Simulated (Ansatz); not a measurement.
OsCl₄: computed properties

Computed with DFT PBEsol, scalar-relativistic, plane waves, PAW (Ansatz 0.2.0).

Cutoff 420 eV; k points 6×6×10 on the computed 5-atom cell (Γ-centred); Gaussian smearing, width 0.01 eV; collinear spin from starting moments 1.07 0 0 0.22 0.22 μB.

The structure is relaxed at this level of theory with its symmetry kept. Whether it is the stable form of this composition wasn't checked.

```yaml
crystal:
  lattice:
    - [4.04710, -4.36314, 0.00000]
    - [4.04710, 4.36314, 0.00000]
    - [0.00000, 0.00000, 3.57887]
  atoms:
    - { symbol: Os, position: [0.00000, 0.00000, 0.00000] }
    - { symbol: Cl, position: [0.82348, 0.17652, 0.50000] }
    - { symbol: Cl, position: [0.17652, 0.82348, 0.50000] }
    - { symbol: Cl, position: [0.27839, 0.27839, 0.00000] }
    - { symbol: Cl, position: [0.72161, 0.72161, 0.00000] }
```

| Item | Value |
| --- | --- |
| Space group | Cmmm (No. 65) |
| Volume per atom | 25.28 Å³ |
| Formation energy from the elements' standard states (uncorrected) | -0.453 eV/atom |
| Kohn–Sham band gap | 0.23 eV, indirect from Y to R (the valley at (-0.500, 0.500, 0.321) lies within 0.03 eV, so the order isn't resolved) |
| Löwdin character of the top 1 eV of the valence band | Os 5d 61 %, Cl 3p 38 % |
| Löwdin character of the lowest 1 eV of the conduction band | Os 5d 60 %, Cl 3p 39 % |
| Electron masses at the edge by Cartesian direction of the standard setting (m_e; degenerate bands sorted by energy; no spin-orbit coupling) | x: 2.3; y: 10; z: 6.2 |
| Hole masses at the edge by Cartesian direction of the standard setting (m_e; degenerate bands sorted by energy; no spin-orbit coupling) | x: 1.8; y: 1.6; z: 1.7 |
| Bader charges (e) | Os (1 in the cell) 1.32, Cl (2 in the cell) -0.32, Cl (2 in the cell) -0.34 |
| Total moment | 2.00 μB per cell |
| Site moments (μB; atoms counted from 1 over the whole cell) | Os (atom 1) 0.98, Cl (atom 4) 0.20, Cl (atom 5) 0.20 |

Spin-orbit coupling is left out, which matters for the bands of heavy elements. Each cell of OsCl4 holds chains, and where no dispersion correction was added their binding is poorly described.

Only this magnetic start was tried.

Cost: 8 runs of about 17 core-minutes in all, on Intel Xeon Platinum 8259CL (Skylake/Cascade Lake) (shared hosts).